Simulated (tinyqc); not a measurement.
CCSD on RHF in the sto-3g basis, for H2O, spin multiplicity 1, step by step. One step of it, computed by the program tinyqc.

Problem. Iteration 8 (converged): orbitals. Diagonalise F' = X^T F X, C = X C', fill 5 alpha and 5 beta electrons from the bottom; D = 2 C_occ C_occ^T. Each column has its largest component positive (the first on a tie).

converged F (hartree):
```
,1O 1s,1O 2s,1O 2px,1O 2py,1O 2pz,2H 1s,3H 1s
1O 1s,-20.258001,-5.163174,0.000000,-0.000590,-0.023135,-0.711260,-0.656080
1O 2s,-5.163174,-2.390315,0.000000,-0.005260,-0.045331,-0.698551,-0.658356
1O 2px,0.000000,0.000000,-0.382950,0.000000,0.000000,0.000000,0.000000
1O 2py,-0.000590,-0.005260,0.000000,-0.191142,-0.006168,-0.349650,0.337762
1O 2pz,-0.023135,-0.045331,0.000000,-0.006168,-0.235813,-0.280737,-0.272792
2H 1s,-0.711260,-0.698551,0.000000,-0.349650,-0.280737,-0.350140,-0.163126
3H 1s,-0.656080,-0.658356,0.000000,0.337762,-0.272792,-0.163126,-0.324732
```

X:
```
,1O 1s,1O 2s,1O 2px,1O 2py,1O 2pz,2H 1s,3H 1s
1O 1s,1.023297,-0.133568,0.000000,-0.000409,-0.005382,0.017598,0.016671
1O 2s,-0.133568,1.120238,0.000000,0.004480,0.048839,-0.194170,-0.179734
1O 2px,0.000000,0.000000,1.000000,0.000000,0.000000,0.000000,0.000000
1O 2py,-0.000409,0.004480,0.000000,1.059789,0.002013,-0.157754,0.149438
1O 2pz,-0.005382,0.048839,0.000000,0.002013,1.024263,-0.096302,-0.090204
2H 1s,0.017598,-0.194170,0.000000,-0.157754,-0.096302,1.098503,-0.041265
3H 1s,0.016671,-0.179734,0.000000,0.149438,-0.090204,-0.041265,1.087757
```

Give: F' = X^T F X; orbital energies; coefficients C; D after iteration 8.

Solution.

F' = X^T F X (hartree):
```
,1,2,3,4,5,6,7
1,-19.8860,-2.6775,0.0000,-0.0015,-0.0470,-0.0628,-0.0515
2,-2.6775,-1.3456,0.0000,0.0038,0.0856,-0.3584,-0.3358
3,0.0000,0.0000,-0.3829,0.0000,0.0000,0.0000,0.0000
4,-0.0015,0.0038,0.0000,0.0009,-0.0010,-0.3745,0.3615
5,-0.0470,0.0856,0.0000,-0.0010,-0.1472,-0.2658,-0.2566
6,-0.0628,-0.3584,0.0000,-0.3745,-0.2658,-0.0347,-0.0437
7,-0.0515,-0.3358,0.0000,0.3615,-0.2566,-0.0437,-0.0394
```

orbital energies (hartree): MO1 -20.2661, MO2 -1.1773, MO3 -0.5167, MO4 -0.4058, MO5 -0.3829, MO6 0.3885, MO7 0.5254

coefficients C:
```
,MO1,MO2,MO3,MO4,MO5,MO6,MO7
1O 1s,0.9946,-0.2437,0.0064,0.0825,0.0000,0.1003,-0.0114
1O 2s,0.0230,0.9164,-0.0329,-0.4192,0.0000,-0.5686,0.0698
1O 2px,0.0000,0.0000,0.0000,0.0000,1.0000,0.0000,0.0000
1O 2py,0.0001,0.0054,0.5978,-0.0225,0.0000,0.0769,0.8981
1O 2pz,0.0024,0.0598,0.0297,0.7547,0.0000,-0.7005,0.0655
2H 1s,-0.0041,0.1372,0.4672,0.3297,0.0000,0.6179,-0.7436
3H 1s,-0.0038,0.1277,-0.4453,0.3709,0.0000,0.7268,0.6062
```

D after iteration 8:
```
,1O 1s,1O 2s,1O 2px,1O 2py,1O 2pz,2H 1s,3H 1s
1O 1s,2.1108,-0.4703,0.0000,0.0015,0.1006,-0.0146,-0.0143
1O 2s,-0.4703,2.0341,0.0000,-0.0106,-0.5249,-0.0559,-0.0477
1O 2px,0.0000,0.0000,2.0000,0.0000,0.0000,0.0000,0.0000
1O 2py,0.0015,-0.0106,0.0000,0.7159,0.0023,0.5453,-0.5477
1O 2pz,0.1006,-0.5249,0.0000,0.0023,1.1480,0.5418,0.5486
2H 1s,-0.0146,-0.0559,0.0000,0.5453,0.5418,0.6917,-0.1364
3H 1s,-0.0143,-0.0477,0.0000,-0.5477,0.5486,-0.1364,0.7044
```
